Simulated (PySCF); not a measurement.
# Gas-phase XPS of (H2Al-mu-H)2, computed

(H2Al-mu-H)2.
Hydrogens: H2, H3, H4, H8 on Al1; H4, H6, H7, H8 on Al5.

Method: delta-SCF UKS SCAN, pcX-2 on the ionised atom, pcseg-1 elsewhere, spin-free X2C (PySCF 2.14.0). Binding energies are ΔSCF values: E(core-ionised, relaxed orbitals) − E(ground state) at a fixed geometry, referred to the vacuum level.

Give the core binding energies atom by atom.

```tsv
atom(s)	bonded to	level	binding energy (eV)	count
Al1/Al5	4 H	Al 1s	1567.10	2
```

Which photon energy gives electrons from Al 1s of Al1/Al5 a kinetic energy of 50 eV, and what is their de Broglie wavelength?

hν = 1567.10 + 50 = 1617.10 eV, recoil neglected; λ = 12.264 Å/√(E/eV) = 1.73 Å.

Which photon wavelength matches the Al 1s of Al1/Al5 threshold?

λ = hc/E = 12398.42 eV Å / 1567.10 eV = 7.912 Å.

The first atom of each set that the bonding makes equivalent was ionised and stands for the set. Isolated species at its PBE0-D3(BJ)/def2-SVP geometry, gas phase.
